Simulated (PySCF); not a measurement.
# Towards the basis-set limit for SF

What constants does extrapolated CCSD(T) give for SF, and what does each step add?

Program: PySCF 2.14.0. Level of theory: CCSD(T) on ROHF, no relativity in the base curves; scalar relativity is added as a correction. These are calculated values, not measurements.

2 further runs of the same task are left out: 2 set aside as unsound or not needed.

**1. Set-up**

| Property | Result |
| --- | --- |
| molecule | SF |
| state | doublet, unpaired electrons π ↑ |
| smaller basis | S cc-pV(T+d)Z, F cc-pVTZ |
| larger basis | S cc-pV(Q+d)Z, F cc-pVQZ |
| frozen core orbitals | 6 |
| extrapolation | correlation as n⁻³ (n = 3, 4), Hartree–Fock as (n+1)·exp(−9√n) |
| corrections | core–valence correlation, scalar relativity |
| distances (Å) | 1.4100, 1.4741, 1.5382, 1.6023, 1.6664, 1.7465, 1.8266 |
| masses (u) | 31.9721, 18.9984 |
| dissociation limit | S + F |

Started as:

```
OMP_NUM_THREADS=4 python comp.py task.json out
```

**2. The runs**

Q: Predict the outcome of this session. Wanted: for each run, Re; ωe; ωexe; αe; De.

The runs gave:

```csv
level,Re (Å),ωe (cm⁻¹),ωexe (cm⁻¹),αe (cm⁻¹),De (eV)
CCSD(T)/cc-pVTZ(-PP),1.6041,839.7,4.52,0.00437,3.356
CCSD(T)/cc-pVQZ(-PP),1.6000,843.9,4.45,0.00433,3.552
HF/CBS,1.5658,922.7,3.99,0.00405,1.691
MP2/CBS,1.5959,855.4,4.20,0.00423,3.884
CCSD/CBS,1.5891,869.8,4.21,0.00420,3.452
CCSD(T)/CBS,1.5983,846.3,4.40,0.00432,3.653
CCSD(T)/CBS+CV,1.5959,848.2,4.41,0.00433,3.662
CCSD(T)/CBS+CV+SR,1.5966,846.4,4.39,0.00432,3.652
```

The last step gives Re = 1.5966 Å, ωe = 846.4 cm⁻¹ and De = 3.652 eV; the smaller basis alone is off from it by +7.5 mÅ and -0.30 eV. Near the minimum the mean field binds by 1.67 eV and correlation adds 1.98 eV of binding. T1 is 0.021. Spin–orbit coupling and excitations beyond (T) are left out.
